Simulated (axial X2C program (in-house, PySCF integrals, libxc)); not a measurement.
## Bond lengths and stretching modes, held linear, of PCN

Calculated with an axial X2C code built on PySCF integrals: two-component X2C with atomic mean-field Coulomb and Gaunt terms, Gaussian nuclei, basis P dyall-v3z, C dyall-v3z, N dyall-av3z with contracted cores. Spin-free rows use the one-electron spin-free X2C Hamiltonian.

Masses P 30.974, C 12.000, N 14.003 u. States: 2c Ω = 1 (beyond evenly filled blocks: ω = -1/2, ω = 3/2); spin-free M_S = 1, Λ = 0 (beyond evenly filled blocks: π+α, π-α).

r2SCAN, spin-free: energies above the lowest point

```tsv
r(P–C) (Å)	r(C–N) (Å)	E (meV)
1.6799	1.1398	85.26
1.6799	1.1690	14.58
1.6799	1.1982	29.44
1.7230	1.1398	60.70
1.7230	1.1690	0.00
1.7230	1.1982	25.67
1.7230	1.2275	120.89
1.7661	1.1398	79.62
1.7661	1.1690	27.48
1.7661	1.1982	62.49
1.8092	1.1690	88.12
1.8092	1.2275	245.26
```

Task: Fit a quadratic surface with cubic terms in each bond: where is the minimum, and what are the two stretching wavenumbers?

Result: At r2SCAN, spin-free: bonds 1.713 and 1.175 Å; harmonic stretches 670.9 and 2010.9 cm⁻¹; force constants 3.8, 15.5 and coupling 1.19 mdyn/Å.

The other levels and Hamiltonians give:

```
Hamiltonian   level  r(P–C) (Å)  r(C–N) (Å)  lower stretch (cm⁻¹)  upper stretch (cm⁻¹)
         2c    PBE0       1.721       1.168                 660.1                2059.8
         2c  r2SCAN       1.713       1.175                 670.7                2011.0
  spin-free    PBE0       1.721       1.168                 660.2                2059.7
```

Each state is one determinant, the lowest of a limited PBE0 search; the stretches come from a fit to these few points and carry an uncertainty of a few per cent. Other orders of the atoms were not compared. Left out for rough or failed fits: HF 2c, MP2 2c, HF spin-free, MP2 spin-free. The molecule was held linear; bending was not examined, so a bent shape may lie lower. Open-shell Ω = 0 determinants with evenly filled partner blocks cannot be reached by this program, so the Ω shown need not be the lowest component. Note: several unpaired electrons, one determinant need not be a pure state.
